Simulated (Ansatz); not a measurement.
Two isomers of C3H5NS: A = `CC(=N)C=S`, B = `CSC1C=N1`.

Calculated with Ansatz (gas phase, PBE0-D4/def2-TZVP geometries, no zero-point term in ΔE). CCSD(T)/CBS is the MP2 limit (def2-TZVPP, def2-QZVPP) plus CCSD(T) − MP2 in def2-TZVPP, frozen cores. Functionals use def2-TZVPP. B3LYP here is the variant with VWN-RPA as its local correlation; programs differ in this. One conformer a species, not always the lowest.

(1) Which isomer does CCSD(T)/CBS put lower? Give the gap. (Estimate.)

(2) Give E(B) − E(A) in kJ/mol with B2PLYP, BLYP-D4, B3LYP, r2SCAN-D4, LDA (SPW92), CCSD/def2-TZVPP, PBE-D4. (An estimate is asked.)

(3) Does the order hold for the free energy at 298.15 K (harmonic terms from PBE0-D4)? (Best estimate.)

Largest T1 diagnostic: 0.014.

Answers

(1) The calculation gave: A, by 121.7 kJ/mol.

(2) Ansatz gave: B2PLYP 125.5, BLYP-D4 132.1, B3LYP 127.3, r2SCAN-D4 117.4, LDA (SPW92) 116.6, CCSD/def2-TZVPP 123.2, PBE-D4 113.7. None reverses the order clearly.

(3) The calculation gave: Yes: G(B) − G(A) = +116.2 kJ/mol, for one conformer each.

From r2SCAN to r2SCAN0 (25 % exact exchange), in def2-TZVPP and without D4, E(B) − E(A) moves by −4.3 kJ/mol. Leaving LDA and LC-ωPBE aside and taking each functional with its dispersion term where it has one, the values, not all of them listed here, spread over 28.1 kJ/mol, from ωB97X-V to BLYP-D4. LDA lies +3.4 kJ/mol from PBE without D4.
